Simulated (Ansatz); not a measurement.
# Reading a saddle point

A first-order saddle point of BH$_{4}$SF, singlet, PBE0-D4/def2-TZVP, with one imaginary mode of 901i cm⁻¹:

B1  (-0.623, -0.302, 0.182)
F2  (0.120, -0.956, -1.068)
H3  (-0.861, -1.173, 0.961)
H4  (-1.480, 0.424, -0.217)
H5  (0.984, -0.363, -0.583)
S6  (1.011, 0.629, 0.730)
H7  (0.849, 1.741, -0.007)
(Å)

Program: Ansatz 0.2.0. Basis: def2-TZVPP and def2-QZVPP. Cores are frozen in the correlated methods. Extrapolation: Hartree–Fock as exp(−7.88 √X), correlation as X^−2.97.

(1) Which contacts change along the imaginary mode, and what lies on either side? (A judgement: the text doesn't fix the answer.)

(2) Which side is lower, and how far does the saddle lie above each? (An estimate is asked for; the value comes from the calculation.)

T1 diagnostic: at most 0.013.

Results:

(1) Computed: The step is BH₂F ([BH2][F]) + H₂S → BH₃S ([BH2][SH]) + HF, with the molecules in contact on both sides. Shortening one way: B1–S6, F2–H5; lengthening the same way: B1–F2, H5–S6.
```json
{"pair": "B1–S6", "one side (Å)": "2.16", "saddle (Å)": "1.96", "other side (Å)": "1.78"}
{"pair": "F2–H5", "one side (Å)": "2.92", "saddle (Å)": "1.16", "other side (Å)": "0.93"}
{"pair": "B1–F2", "one side (Å)": "1.36", "saddle (Å)": "1.59", "other side (Å)": "3.55"}
{"pair": "H5–S6", "one side (Å)": "1.34", "saddle (Å)": "1.65", "other side (Å)": "2.32"}
```

(2) Computed: The side with B1–F2, H5–S6 short is lower by 10.11 kcal/mol; the saddle lies 24.85 kcal/mol above it and 14.74 kcal/mol above the other (CCSD(T) at an estimated basis limit (MP2 extrapolated from triple and quadruple zeta, plus CCSD(T) − MP2 in triple zeta); electronic energies).

Labels in which every atom is bracketed show which atoms are joined, not bond orders.

For scale, one of the runs: CCSD(T)/def2-TZVPP, 160 basis functions, launched by `ansatz run in.yaml --threads 2 --pin off --events-out ev --progress --plain --max-ram 4352MiB`. Time: 22 s of wall clock on 2 CPU threads of an Arm Neoverse V1; the host was shared. Peak host memory: 1.2 GiB.
